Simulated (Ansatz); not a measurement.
A made-up structure of CHBCl, doublet:

B1  (0.188, -0.461, 0.260)
C2  (-0.262, 0.644, -0.362)
Cl3  (0.813, -1.990, 1.115)
H4  (-0.619, 1.515, -0.850)
(Å)

It is relaxed with PBE-D4/def2-SVP and then PBE0-D4/def2-TZVP (Ansatz 0.2.0). Atoms count as bonded within 1.22 times the sum of their covalent radii (H–H: 0.88 Å). The end point is not checked to be a true minimum.

**Question.** Does its bonding change? (A judgement: the text doesn't fix the answer.)

**Answer.** Computed: No: no bond forms or breaks.

Where it ends: The first stage lowers the energy by 0.31 eV in 5 steps. It ends as CHBCl ([CH][B][Cl]):
B1  (0.204, -0.501, 0.281)
C2  (-0.247, 0.607, -0.341)
Cl3  (0.769, -1.884, 1.056)
H4  (-0.606, 1.485, -0.832)
(Å)

Labels in which every atom is bracketed show which atoms are joined, not bond orders.

For scale, one of the runs: PBE0-D4/def2-TZVP relaxation, 105 basis functions, launched by `ansatz run in.yaml --threads 2 --pin off --events-out ev --progress --plain --max-ram 4352MiB`. Hardware: 2 CPU threads of an Intel Xeon 6975P-C, shared host. Wall time about 74 s.
